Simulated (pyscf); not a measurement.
Structures and frequencies: ωB97X-D3(BJ)/def2-SVP in PySCF.

### Question
Estimate by transition-state theory the rate constant of HS–Ti(Cl)(Cl)–Cl + H₂ -> H₂S + Cl–TiH(Cl)–Cl (singlet surface; S–Ti, H–H broken, H–S, H–Ti formed) at 1200 K, with ωB97M-D3(BJ)/def2-TZVP energies (ideal gas, 1 atm, RRHO with modes under 100 cm⁻¹ raised to 100, one conformer, R ln 2 for chiral ones without a mode under 150 cm⁻¹; no tunnelling).

### Answer
The electronic barrier is 29.4 kcal/mol and the thermal terms add +39.5, so ΔG‡ = 68.9 kcal/mol. With k_BT/h = 2.50e+13 s⁻¹ and RT = 2.385 kcal/mol, and a volume of 1.64e-19 cm³ per molecule at 1 atm, k = 1.1e-18 cm³ molecule⁻¹ s⁻¹. Wigner's tunnelling factor for 859i cm⁻¹ would be 1.04. A shift of 1 kcal/mol in the barrier changes k by a factor 1.5. On the product side the descent ends in an adduct with a S–Ti contact, 12.7 kcal/mol under the separated species and 14.5 kcal/mol under the saddle at ωB97X-D3(BJ)/def2-TZVP. What is counted as broken (S–Ti) persists as a longer contact in the product adduct; parting that adduct is a step of its own. At the saddle there is also a short H–Ti contact that neither side keeps. One saddle was located; it need not be the lowest between these sides.
